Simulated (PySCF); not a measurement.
## Stretching Al₂

Set-up: Al def2-TZVP; no relativity (PySCF 2.14). Energies in eV from Al + Al in their ground configurations at the same level. All curves are PBE0. state 1: ³Πu (triplet), unpaired electrons σ ↑, π ↑; state 2: triplet, unpaired electrons π ↑↑, a second solution, started from another occupation; state 3: Ms = 0 determinant of mixed spin (⟨S²⟩ near 1.0), unpaired electrons σ ↓, π ↑, a second solution, started from another occupation; state 4: Ms = 0 determinant of mixed spin (⟨S²⟩ near 1.0), unpaired electrons π ↑↓, a mixture of terms (⟨Lz²⟩ = 2.0), a second solution, started from another occupation.

```csv
R (Å),state 1,state 2,state 3,state 4
2.354,-1.133,-1.448,-1.043,-1.285
2.463,-1.363,-1.503,-1.272,-1.346
2.573,-1.489,-1.479,-1.394,-1.329
2.655,-1.533,-1.427,-1.435,-1.282
2.737,-1.544,-1.355,-1.443,-1.214
2.819,-1.530,-1.269,-1.426,-1.132
2.929,-1.484,-1.142,-1.375,-1.010
3.065,-1.396,-0.974,-1.281,-0.848
3.230,-1.263,-0.774,-1.143,-0.654
3.449,-1.067,-0.527,-0.942,-0.413
```

Q: Put a parabola through the three lowest points of the state 1 curve and estimate Re, k and ωe (reduced mass 13.49 u; 1 eV/Å² = 0.16022 mdyn/Å; ωe = 1302.8·√(k/μ) cm⁻¹).

A: Through R = 2.655, 2.737, 2.819 Å the second-order coefficient is 1.86 eV/Å², so Re ≈ 2.732 Å, k ≈ 0.596 mdyn/Å and ωe ≈ 274 cm⁻¹. A polynomial fit of higher order to the unrounded PBE0 energies gives Re = 2.730 Å, k = 0.599 mdyn/Å, ωe = 275 cm⁻¹; anharmonicity and rounding make the difference.

The higher-order fit for each curve: state 1: Re = 2.730 Å, ωe = 275 cm⁻¹, De = 1.54 eV; state 2: Re = 2.479 Å, ωe = 349 cm⁻¹, minimum 1.50 eV below the ground-state fragments; state 3: Re = 2.719 Å, ωe = 280 cm⁻¹, minimum 1.44 eV below the ground-state fragments; state 4: Re = 2.489 Å, ωe = 344 cm⁻¹, minimum 1.35 eV below the ground-state fragments.

Closed-shell solutions of metal pairs were not tested for spin polarisation, which can lower them a little. The state is the lowest determinant that a PBE0 search found; another state may lie lower at other levels.
